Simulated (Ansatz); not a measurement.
**YF₃ (Pnma, No. 62)**

The numbers are results of r²SCAN+SOC (PAW; Ansatz, a quantum-chemistry and plane-wave program), not measurements.

Numerical settings: plane-wave cutoff 560 eV, 6×6×8 k mesh (along the axes of the cell as run), Fermi–Dirac smearing 0.01 eV, PAW data made under PBE.

Cell (measured lattice):

Space group Pnma (No. 62); a = 6.3537 Å, b = 6.8545 Å, c = 4.3953 Å, α = β = γ = 90.00°

| atom | site | symmetry | x | y | z |
|---|---|---|---|---|---|
| Y | 4c | .m. | 0.3673 | 0.2500 | 0.0591 |
| F | 4c | .m. | 0.0227 | 0.2500 | 0.9090 |
| F | 8d | 1 | 0.1652 | 0.0643 | 0.3755 |

```
Item                       Result
---------------  ----------------
band gap         8.66 eV (direct)
direct gap at Γ           8.77 eV
```

Note: cell and atoms aren't relaxed at this level (largest force component 0.10 eV/Å, pressure 0.4 GPa).
